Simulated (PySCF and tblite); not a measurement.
The numbers below are computed, except where a source is named.
System: C₅H₁₁ (charge +1), numbered as in [CH3:1][CH2:2][C+:3]([CH3:4])[CH3:5].

The path came from a restrained scan, a climbing-image band and a saddle search at GFN2-xTB; energies are CAM-B3LYP/pcSseg-1 + D3(BJ)//PBE0-D3(BJ)/def2-SVP, thermal terms GFN2-xTB. Rates follow Eyring's equation with the number of equivalent paths and no tunnelling. Run with tblite and PySCF.

The ion is treated without a counter-ion.

Task: What barrier does the shift of H on C4 from C4 to C3 meet, and how fast is it at 298 K?

Result: The electronic barrier is 35.8 kcal/mol and ΔG‡(298 K) 35.6 kcal/mol, over a C1 saddle with an imaginary mode of 202i cm⁻¹ (GFN2-xTB). With 2 equivalent paths, k is 9.5×10⁻¹⁴ s⁻¹, a mean lifetime of the start of 3.3×10⁵ years against this motion. The end lies 16.0 kcal/mol above the start in free energy.
